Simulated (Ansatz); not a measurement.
Born–Oppenheimer molecular dynamics of AlClH₂ (4 atoms, charge 0, multiplicity 1). It goes on from the last frame of an earlier run, with new velocities.

Theory: RKS PBE0/def2-SVP (Ansatz).

| Property | Result |
| --- | --- |
| ensemble | NVT, Langevin thermostat |
| time step | 0.5 fs |
| steps asked | 150 |
| set temperature | 1500 K |
| friction | 0.02 /fs |
| seed | 880170 |

First frame:

```xyz
4
Properties=species:S:1:pos:R:3
Al -0.009 -0.005 0.005
Cl 0.003 0.002 2.102
H 1.563 0.050 -0.579
H -1.438 0.032 -0.696
```

Question: How far do the bonds stretch over the last three quarters of this one trajectory? (Pairs bonded in most of those frames.)

Answer: 
| bond | mean (Å) | spread (Å) | shortest | longest |
| --- | --- | --- | --- | --- |
| Al1–Cl2 | 2.172 | 0.061 | 2.03 | 2.24 |
| Al1–H3 | 1.630 | 0.101 | 1.46 | 1.78 |
| Al1–H4 | 1.608 | 0.105 | 1.42 | 1.80 |

Mean temperature of the second half: 1094 K. The mean temperature of the second half is 27 % below the set value. A run of 0.075 ps of so small a system gives no equilibrium averages.

Run time: 110 s on 1 thread of Arm Neoverse V2 (shared host), peak memory 0.085 GiB.
